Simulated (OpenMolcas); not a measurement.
# H3S+ (sulfonium): levels of theory compared

Aim: a comparison of 3 runs (B2PLYP/STO-3G, UB3LYP/STO-3G, CCSD(T)/STO-3G) of H3S+ (sulfonium). 

Program for the calculation: OpenMolcas 26.06.

## Step 1: Starting point

H3S+: 4 atoms, total charge +1, spin state singlet. SMILES: `[SH3+]`. The S1–H3 distance was set to 2.033 Å, away from the relaxed value. At this shape a bond of the SMILES string is far longer than usual.

Bond lengths: S1–H2 1.356 Å, S1–H4 1.355 Å. Angles: H2–S1–H4 93.7°.

## Step 2: The energy at B2PLYP/STO-3G (run 1)

Input file input.xyz:

```xyz
4

S      0.699510     0.367606    -0.731444
H      1.245910     0.749436     0.448856
H     -0.494150    -1.037930     0.125030
H     -0.257610     1.326436    -0.698934
```

Input file run.inp:

```
&gateway
  baslib = $CurrDir
  coord = input.xyz
  basis = STO-3G
  group = NoSym

&seward
  gridinput
  Grid=UltraFine
  End of Grid

&scf
  charge = 1
  ksdft = B2PLYP_SCF
  thresholds = 1e-10 1e-07 1e-07 1e-05
  prorbitals = 1 1

&mbpt2
  frozen = 5
```

The basis set STO-3G is read from a file made from the Basis Set Exchange's data (not shown).

Run with:

```bash
$ export MOLCAS_MEM=1860
$ pymolcas run.inp > run.log
```

The program printed:

```text
--- Start Module: gateway ---
[...]
--- Stop Module: gateway /rc=_RC_ALL_IS_WELL_ ---
[...]
      Basis functions           12
[...]
--- Start Module: scf ---
[...]
       Convergence after  14 Iterations
[...]
::    Total KS-DFT energy                            -395.0175091353
[...]
      Total spin, S                                     0.0000000000
[...]
      Total electronic charge=   18.000000
      Total            charge=    1.000000
[...]
      Dipole Moment (debye):
      Origin of the operator (angstrom)=    0.6533    0.3657   -0.6719
                   X= -2.0851E+00               Y= -5.9077E-01               Z=  2.4347E+00           Total=  3.2595E+00
      Center of Charge (angstrom)
[...]
--- Stop Module: scf /rc=_RC_ALL_IS_WELL_ ---
[...]
--- Start Module: mbpt2 ---
[...]
 ###    WARNING: MP2 implementation intended for RHF references only         ###
 ###############################################################################
MBPT2 WARNING: Reference function according to RunFile:KS-DFT
I'll assume you know what you're doing and continue
WARNING!
Default frozen orbitals as non valence orbitals is overwritten by user input.
Default values:   5
[...]
       Reference weight ( Cref**2 )         =        0.91558
::    Total MBPT2 energy                             -395.1062121528
[...]
      Total MBPT2 calculations                           0.03      0.04
--- Stop Module: mbpt2 /rc=_RC_ALL_IS_WELL_ ---
[...]
```

Wall time 3.9 s (1 thread of Arm Neoverse V1, shared host); peak memory 0.37 GiB.

## Step 3: The energy at UB3LYP/STO-3G (run 2)

input.xyz is that of step 2.

Input file run.inp:

```
* H3S Kohn-Sham DFT
&gateway
baslib
$CurrDir
coord
input.xyz
basis
STO-3G
group
NoSym
&seward
gridinput
Grid=UltraFine
End of Grid
&scf
uhf
charge
1
ksdft
B3LYP
thresholds
1e-10 1e-07 1e-07 1e-05
scramble
0.25
prorbitals
1 1
```

The basis set STO-3G is read from a file made from the Basis Set Exchange's data (not shown).

Run with:

```bash
$ export MOLCAS_MEM=1860
$ pymolcas run.inp > run.log
```

The program printed:

```text
--- Start Module: gateway ---
[...]
--- Stop Module: gateway /rc=_RC_ALL_IS_WELL_ ---
--- Start Module: seward ---
[...]
      Basis functions           12
--- Stop Module: seward /rc=_RC_ALL_IS_WELL_ ---
--- Start Module: scf ---
[...]
       Convergence after  21 Iterations
[...]
::    Total KS-DFT energy                            -395.2166604271
[...]
      Total spin, S                                    -0.0000000000
[...]
      Total electronic charge=   18.000000
      Total            charge=    1.000000
[...]
      Dipole Moment (debye):
      Origin of the operator (angstrom)=    0.6533    0.3657   -0.6719
                   X= -1.9347E+00               Y= -4.2379E-01               Z=  2.3215E+00           Total=  3.0515E+00
      Center of Charge (angstrom)
[...]
--- Stop Module: scf /rc=_RC_ALL_IS_WELL_ ---
[...]
```

Wall time 7.8 s (1 thread of Arm Neoverse V1, shared host); peak memory 0.37 GiB.

## Step 4: A single-point energy at CCSD(T)/STO-3G (run 3)

input.xyz is that of step 3.

Input file run.input:

```
* H3S CCSD(T)
>>> EXPORT MOLCAS_PRINT=2

&GATEWAY
  BasLib=$CurrDir
  Coord=input.xyz
  Basis=STO-3G
  Group=NoSym

&SEWARD

&SCF
  Charge=1
  Thresholds=1e-10 1e-07 1e-07 1e-05
  PrOrbitals=1 1

&RASSCF
  FileOrb=$Project.ScfOrb
  Spin=1
  Nactel=0 0 0
  Inactive=9
  Ras2=0
  OutOrbitals=Canonical
  OrbListing=Nothing

&MOTRA
  JobIph
  Frozen=5

&CCSDT
  CCT
  Triples=2
  Iterations=80
  Accuracy=1e-08
  Extrapolation=5 4
```

The basis set STO-3G is read from a file made from the Basis Set Exchange's data (not shown).

Run with:

```bash
$ export MOLCAS_MEM=1860
$ pymolcas run.input > run.log
```

The program printed:

```text
--- Start Module: gateway ---
[...]
--- Stop Module: gateway /rc=_RC_ALL_IS_WELL_ ---
[...]
      Basis functions           12
[...]
       Convergence after  13 Iterations
[...]
::    Total SCF energy                               -394.5385719445
[...]
      Total spin, S                                     0.0000000000
[...]
      Number of active orbitals                  0
[...]
      Spin quantum number                      0.0
[...]
      Active orbitals                            0
[...]
      Number of CSFs                             1
[...]
      Number of root(s) required                 1
[...]
      Convergence after  4 iterations
[...]
      Natural orbitals and occupation numbers for root  1
      ************************************************************************************************************************
      *                                                    Final results                                                     *
      ************************************************************************************************************************
[...]
::    RASSCF root number  1 Total energy:   -394.53857194
[...]
      Total electronic charge=   18.000000
      Total            charge=    1.000000
[...]
      Dipole Moment (debye):
      Origin of the operator (angstrom)=    0.6533    0.3657   -0.6719
                   X= -2.2863E+00               Y= -8.4527E-01               Z=  2.5703E+00           Total=  3.5423E+00
      Center of Charge (angstrom)
[...]
--- Start Module: motra ---
[...]
      *** WARNING: Default frozen orbitals is overwritten by user input.
      *** Default values:   5
[...]
--- Stop Module: motra /rc=_RC_ALL_IS_WELL_ ---
--- Start Module: ccsdt ---
[...]
      Convergence after                    15  Iterations
      Total energy (diff) :    -394.64099943       0.00000001
[...]
 METHOD                       : CCSD+T(CCSD)+<T3(1)WT1> = CCSD(T)
[...]
       CCSD     =      -394.6409994281954
[...]
--- Stop Module: ccsdt /rc=_RC_ALL_IS_WELL_ ---
[...]
```

Run time: 2.2 s. Hardware: 1 thread of Arm Neoverse V1, shared host; peak memory 0.37 GiB.

## Step 5: All runs side by side

```csv
run,level,frozen core orbitals,scramble,energy (Eh),HOMO energy (eV),LUMO energy (eV),HOMO–LUMO gap (eV),wall time
1,B2PLYP/STO-3G,5,–,-395.041459,-16.67,-7.36,9.31,3.9 s
2,UB3LYP/STO-3G,–,0.25,-395.216660,-15.57,-9.18,6.39,7.8 s
3,CCSD(T)/STO-3G,5,–,-394.641286,-18.21,-4.70,13.52,2.2 s
```

## Step 6: What came out

```
                                          quantity          value
                               run 3: total energy  -394.64129 Eh
        run 3: HOMO energy (Hartree–Fock orbitals)      -18.21 eV
        run 3: LUMO energy (Hartree–Fock orbitals)       -4.70 eV
      run 3: HOMO–LUMO gap (Hartree–Fock orbitals)       13.52 eV
run 3: correlation energy (5 core orbitals frozen)     -102.7 mEh
                             run 3: (T) correction      -0.29 mEh
```

In words: For B2PLYP the log adds the whole second-order term; the table takes 0.27 of it, as the functional is defined. Totals of different functionals can't be ranked against each other. In runs 1, 2, 3 the basis is minimal, so the values are rough. All runs together took 14 s, the longest 7.8 s.
